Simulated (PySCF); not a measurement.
Predicted microwave data (PBE0-D3(BJ)/def2-TZVP geometry optimisation, gas phase (PySCF)) for one isomer of C3H6Cl2:

| Property | Result |
| --- | --- |
| Rotational constants | A = 6156, B = 1440, C = 1344 MHz |
| Dipole components | \|μa\| = 0.00 D, \|μb\| = 2.24 D, \|μc\| = 0.00 D |
| Inertial defect | -57.11 u·Å² |
| κ | -0.96 |

**Question.** Which candidate fits, each taken in the one conformer that was computed?
A. `CC(C)(Cl)Cl`
B. `[Cl:1][CH2:2][CH2:3][CH2:4][Cl:5]` with Cl1–C2–C3–C4 63°, C2–C3–C4–Cl5 64°
C. `[CH3:1][C@@H:2]([Cl:3])[CH2:4][Cl:5]` with C1–C2–C4–Cl5 66° (1,2-dichloropropane)

**Answer.** B. It is ClCCCCl, a near-prolate asymmetric top, point group C2. The candidates at the same level (rigid rotor, commonest isotopes):

```tsv
SMILES	A (MHz)	B (MHz)	C (MHz)	μa (D)	μb (D)	μc (D)	Δ (u·Å²)	point group	rotor
C[C@@H](Cl)CCl	6901	1479	1273	0.02	0.52	0.09	-17.81	C1	near-prolate asymmetric top
CC(C)(Cl)Cl	3701	2464	2166	0.00	2.27	0.00	-108.33	C2v	asymmetric top
ClCCCCl	6156	1440	1344	0.00	2.24	0.00	-57.11	C2	near-prolate asymmetric top
```

`CC(C)(Cl)Cl` has B 71 % too high; `C[C@@H](Cl)CCl` has A 12 % too high. In the right answer the symmetry axis of this C2 structure is b, so μa and μc vanish by symmetry. No structure here is proved a minimum.
